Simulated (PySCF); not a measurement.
Delta-SCF ions had no search for a lower state. Excitations are Tamm–Dancoff values on a coarser integration grid. The basis has no diffuse functions, so Rydberg states are missing or too high.

C4H8, SMILES `C/C=C\C` (charge 0, multiplicity 1)

All values below come from CAM-B3LYP-D3(BJ)/def2-TZVP run with PySCF.

* **HOMO**: -8.25 eV
* **dipole moment**: 0.22 D
* **HOMO–LUMO gap**: 10.25 eV
* **LUMO**: 1.99 eV
* **S1 excitation (TDA)**: 7.29 eV
* **S1 oscillator strength**: 0.000
* **brightest of the four lowest singlets (TDA)**: 7.95 eV
* **T1 excitation (TDA)**: 4.48 eV
* **S1–T1 gap (TDA)**: 2.80 eV
* **vertical ionisation energy (Delta-SCF)**: 9.18 eV
* **total energy**: -157.1876 Ha
* **cost**: roughly 2.3 core-minutes

Bonded distances (Å): C1–C2 1.495, C1–H5 1.092, C1–H6 1.092, C1–H7 1.088, C2–C3 1.326, C2–H8 1.086, C3–C4 1.495, C3–H9 1.086, C4–H10 1.092, C4–H11 1.092, C4–H12 1.088. Angles (°): C2–C1–H5 110.6, C2–C1–H6 110.6, C2–C1–H7 112.9, H5–C1–H6 106.7, H5–C1–H7 107.9, H6–C1–H7 107.9, C1–C2–C3 127.7, C1–C2–H8 115.1, C3–C2–H8 117.3, C2–C3–C4 127.7, C2–C3–H9 117.3, C4–C3–H9 115.1, C3–C4–H10 110.6, C3–C4–H11 110.6, C3–C4–H12 112.9, H10–C4–H11 106.7, H10–C4–H12 107.9, H11–C4–H12 107.9.
